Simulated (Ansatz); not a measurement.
Calculated with Ansatz (gas phase, PBE0-D4/def2-TZVP geometries, no zero-point term in ΔE). CBS: MP2 limit from def2 TZ/QZ plus the TZ coupled-cluster correction, frozen cores. This one scheme is used for every species. DFT in def2-TZVPP. Each species was taken in one conformer, which may not be the lowest.

Consider the substitution at a C–F bond: `C#CF` + `C=C=N` → `C#CN=C=C` + H–F.

Question: Is it downhill or uphill in electronic energy at CCSD(T)/CBS, and by how much? (Best estimate.)

Answer: The calculation gave: Downhill: ΔE = -0.83 eV.

Question: What do these levels give: PBE-D4, revPBE-D4, B97M-V, BHLYP-D4, PBE-QIDH, revPBE, PBE0, HF/def2-SVP, MP2/def2-TZVPP, SCS-MP2/def2-TZVPP, MP2/def2-QZVPP, CCSD/CBS(def2)? (Best estimate.)

Answer: The calculation gave: PBE-D4 -0.82, revPBE-D4 -0.84, B97M-V -0.74, BHLYP-D4 -0.77, PBE-QIDH -0.82, revPBE -0.76, PBE0 -0.78, HF/def2-SVP -0.59, MP2/def2-TZVPP -0.91, SCS-MP2/def2-TZVPP -0.82, MP2/def2-QZVPP -0.94, CCSD/CBS(def2) -0.79 eV.

Question: What do rigid-rotor, harmonic-oscillator terms from PBE0-D4/def2-TZVP frequencies (298.15 K, 1 bar) make of the CCSD(T)/CBS value? (An estimate is asked.)

Answer: Computed: ΔZPE = -0.05 eV, ΔH = -0.85 eV, ΔS = -7 J/(mol·K), ΔG = -0.83 eV.

Largest T1 diagnostic among the species: 0.015.

In def2-TZVPP, CCSD(T) changes the Hartree–Fock value by −0.15 eV (the triples alone add −0.04 eV) and MP2 by −0.29 eV. The D4 term adds −0.05 eV with B3LYP and −0.03 eV with PBE0; it sums over pairs of atoms, weighted by their polarisabilities, and B3LYP, whose exchange is more repulsive, gets the larger term. Leaving LDA and LC-ωPBE aside and taking each functional with its dispersion term where it has one, the values, not all of them listed here, spread over 0.17 eV, from revPBE-D4 to ωB97X-V. LDA lies −0.05 eV from PBE without D4.

B3LYP here is the variant with VWN-RPA as its local correlation; programs differ in this.
